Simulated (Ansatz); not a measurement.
**SiPH₅ (SMILES [SiH3]P): single points off equilibrium**

How do the functionals fare away from a minimum? The structure is a structure displaced at random from a GFN2-xTB minimum.

Method: single points in def2-TZVPP; program: Ansatz 0.2.0, Gaussian basis.

Correlated methods freeze the cores.

## Step 1: The starting structure

SMILES `[SiH3]P`, 7 atoms, charge 0, spin multiplicity 1.

Atoms are counted from 1 here; the program's logs count them from 0.

Bond lengths: Si1–P2 2.162 Å, Si1–H3 1.475 Å, Si1–H4 1.460 Å, Si1–H5 1.474 Å, P2–H6 1.517 Å, P2–H7 1.317 Å. Angles: P2–Si1–H3 109.6°, P2–Si1–H4 106.9°, P2–Si1–H5 115.4°, H3–Si1–H4 110.6°, H3–Si1–H5 104.7°, H4–Si1–H5 109.6°, Si1–P2–H6 90.3°, Si1–P2–H7 88.7°, H6–P2–H7 90.5°.

As a file:

```xyz
7

Si   -0.58210   -0.35560   -0.38670
P     1.08370   -0.05330    0.95780
H    -1.80780   -0.60520    0.39420
H    -0.25480   -1.51260   -1.21470
H    -0.91580    0.79200   -1.24900
H     0.56970    1.33270    1.29640
H     1.77200    0.43700   -0.05250
```

## Step 2: CCSD(T)/def2-TZVPP

File run/in.yaml:

```yaml
crystal:
  periodic: [false, false, false]
  atoms:
    - {symbol: Si, position_ang: [-0.582100, -0.355600, -0.386700]}
    - {symbol: P, position_ang: [1.083700, -0.053300, 0.957800]}
    - {symbol: H, position_ang: [-1.807800, -0.605200, 0.394200]}
    - {symbol: H, position_ang: [-0.254800, -1.512600, -1.214700]}
    - {symbol: H, position_ang: [-0.915800, 0.792000, -1.249000]}
    - {symbol: H, position_ang: [0.569700, 1.332700, 1.296400]}
    - {symbol: H, position_ang: [1.772000, 0.437000, -0.052500]}
basis:
  gaussian: {orbitals: def2-TZVPP}
correlation: {method: ccsd_t}
output: {forces: true}
```

Command:

```
$ ansatz run in.yaml --threads 4 --pin off --events-out ev --progress --plain --max-ram 5222MiB
```

## Step 3: PBE0-D4/def2-TZVPP

Edit run/in.yaml of step 2 so:

```diff
@@ -12,3 +12,3 @@
   gaussian: {orbitals: def2-TZVPP}
-correlation: {method: ccsd_t}
-output: {forces: true}
+hamiltonian: {xc: pbe0, dispersion: d4}
+output: {forces: true, orbitals: {seedname: orbitals}}
```

## Step 4: wB97M-V/def2-TZVPP

Edit run/in.yaml of step 3 so:

```diff
@@ -12,3 +12,3 @@
   gaussian: {orbitals: def2-TZVPP}
-hamiltonian: {xc: pbe0, dispersion: d4}
-output: {forces: true, orbitals: {seedname: orbitals}}
+hamiltonian: {xc: {name: wB97M-V}}
+output: {forces: true}
```

## Step 5: r2SCAN-D4/def2-TZVPP

Edit run/in.yaml of step 4 so:

```diff
@@ -12,3 +12,3 @@
   gaussian: {orbitals: def2-TZVPP}
-hamiltonian: {xc: {name: wB97M-V}}
+hamiltonian: {xc: r2scan, dispersion: d4}
 output: {forces: true}
```

## Step 6: PBE-D4/def2-TZVPP

Edit run/in.yaml of step 5 so:

```diff
@@ -12,3 +12,3 @@
   gaussian: {orbitals: def2-TZVPP}
-hamiltonian: {xc: r2scan, dispersion: d4}
+hamiltonian: {xc: pbe, dispersion: d4}
 output: {forces: true}
```

## Step 7: B97M-V/def2-TZVPP

Edit run/in.yaml of step 6 so:

```diff
@@ -12,3 +12,3 @@
   gaussian: {orbitals: def2-TZVPP}
-hamiltonian: {xc: pbe, dispersion: d4}
+hamiltonian: {xc: {name: B97M-V}}
 output: {forces: true}
```

## Step 8: HSE06-D4/def2-TZVPP

Edit run/in.yaml of step 7 so:

```diff
@@ -12,3 +12,3 @@
   gaussian: {orbitals: def2-TZVPP}
-hamiltonian: {xc: {name: B97M-V}}
+hamiltonian: {xc: hse06, dispersion: d4}
 output: {forces: true}
```

(Steps that only read results are left out.)

**Question.** What will these runs give? Wanted: energy less free atoms, CCSD(T)/def2-TZVPP; RMS force component; RMS force error; HOMO and LUMO, PBE0-D4; T1 diagnostic.

As calculated:

| quantity | value |
| --- | --- |
| energy less free atoms, CCSD(T)/def2-TZVPP | -1829.3 kJ/mol |
| RMS force component | 1.031 to 1.087 eV/Å over the methods |
| RMS force error | PBE0-D4 0.083, wB97M-V 0.053, r2SCAN-D4 0.074, PBE-D4 0.177, B97M-V 0.090, HSE06-D4 0.082 eV/Å |
| HOMO and LUMO, PBE0-D4 | -7.91 and 0.02 eV |
| T1 diagnostic | 0.013 |

In words: Against CCSD(T) the functionals' energies less atoms differ by -84.1 to -26.9 kJ/mol, PBE-D4 by -31.1 kJ/mol. CCSD(T) in triple zeta still lacks some correlation energy of the bonds, so part of these gaps is its own basis error and they don't rank the functionals. On forces the order runs from wB97M-V to PBE-D4.
